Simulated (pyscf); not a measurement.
**Elimination: H₃C–C(F)(F)–F (SMILES CC(F)(F)F) → H₂C=C(F)–F (SMILES C=C(F)F) + HF (SMILES F)**

Gas phase, singlet surface, charge 0. Bonds broken: C1–H6, C2–F3. Bonds formed: F3–H6. Single points on ωB97X-D3(BJ)/def2-SVP structures (PySCF, gas phase). Correlated levels are frozen-core, on RHF or UHF. ΔMP2 is the change of the MP2 total energy from the triple- to the quadruple-zeta basis.

Transition state (Å):

```xyz
8

C     -1.0024    -0.6759     0.8953
C     -0.3123    -0.3184    -0.2769
F      1.2322     0.0963     0.7706
F     -0.4570     0.8308    -0.8506
F      0.2289    -1.1894    -1.0637
H      0.2255    -0.3057     1.3433
H     -1.1801    -1.7460     1.0263
H     -1.7809     0.0223     1.2117
```

One imaginary mode, 1807i cm⁻¹; descent along it reached the two sides named.

```
bond   change  reactant side (Å)  saddle  product side
-----  ------  -----------------  ------  ------------
C1–H6  breaks              1.098   1.358         2.230
C2–F3  breaks              1.343   1.912           2.9
F3–H6   forms                2.6   1.226         0.929
```

Electronic energies relative to the reactant's lowest minimum found (kJ/mol):

```
level                             barrier  reaction energy  reverse barrier
--------------------------------  -------  ---------------  ---------------
ωB97X-D3(BJ)/def2-TZVP              313.3           +160.3            153.1
PBE/def2-TZVP                       263.8           +142.1            121.7
r²SCAN/def2-TZVP                    287.0           +160.1            127.0
B3LYP-D3(BJ)/def2-TZVP              294.4           +141.8            152.6
PBE0-D3(BJ)/def2-TZVP               300.1           +158.7            141.4
M06-2X/def2-TZVP                    319.6           +154.8            164.8
ωB97M-D3(BJ)/def2-TZVP              302.9           +150.6            152.4
HF/def2-TZVP                        384.9           +156.8            228.2
MP2/def2-QZVPP                      309.0           +140.7            168.2
CCSD/def2-TZVPP                     334.5           +145.6            189.0
CCSD(T)/def2-TZVPP                  318.6           +143.2            175.5
CCSD(T)/def2-TZVPP + ΔMP2(QZVPP)    317.1           +140.8            176.3
```

With CCSD(T)/def2-TZVPP + ΔMP2(QZVPP) energies and thermal terms (ideal gas, 1 atm, RRHO with modes under 100 cm⁻¹ raised to 100, one conformer, R ln 2 for chiral ones without a mode under 150 cm⁻¹), in kJ/mol:

```
T (K)    ΔH‡    ΔG‡      ΔH     ΔG
-----  -----  -----  ------  -----
298    298.8  295.4  +129.6  +84.1
600    299.3  291.8  +131.1  +37.2
900    299.1  288.1  +129.9   -9.5
1200   298.4  284.5  +127.3  -55.6
```

One saddle was located; it need not be the lowest between these sides. The CCSD(T) − MP2 part came from Ansatz, without density fitting, on the same reference.
